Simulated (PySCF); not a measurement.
C4H8ClF.
Structure used (GFN2-xTB), in Å, numbered top down from 1:
```xyz
14
C4H8ClF angstrom
C      1.930   -0.237    0.000
C      0.607    0.401   -0.386
Cl     0.502    2.035    0.334
C     -0.598   -0.411    0.098
C     -1.935    0.171   -0.328
F     -0.479   -1.682   -0.442
H      2.012   -0.322    1.081
H      2.760    0.360   -0.368
H      1.989   -1.232   -0.437
H      0.544    0.534   -1.470
H     -0.552   -0.544    1.187
H     -2.735   -0.500   -0.027
H     -2.085    1.139    0.141
H     -1.962    0.288   -1.409
```

The closed-shell ground state was solved at several levels (PySCF, density fitting, gas phase, non-relativistic).

| level | basis functions | HOMO (eV) | LUMO (eV) | gap (eV) | dipole (D) |
| --- | --- | --- | --- | --- | --- |
| PBE0/pcSseg-1 | 149 | -8.56 | 0.75 | 9.31 | 0.25 |
| CAM-B3LYP/def2-SVPD | 194 | -10.01 | 1.35 | 11.36 | 0.14 |

(1) Estimate the row for PBE0/def2-SVPD, a basis of 194 functions; the other rows only guide the guess.

(2) Over all these levels, which gives the widest orbital gap and which the narrowest?

(3) How far do the dipole and the HOMO energy spread over the levels?

Results:

(1) HOMO -8.60 eV, LUMO 0.41 eV, gap 9.01 eV, dipole 0.20 D.

(2) CAM-B3LYP/def2-SVPD (range-separated hybrid) has the widest, 11.36 eV, and PBE0/def2-SVPD (global hybrid, 25 % exact exchange) the narrowest, 9.01 eV. The two share the basis. From the narrowest to the widest the HOMO moves by -1.41 eV and the LUMO by +0.94 eV.

(3) The dipole runs from 0.14 to 0.25 D (mean 0.20 D) and the HOMO from -10.01 to -8.56 eV.

One conformer stands for the species.
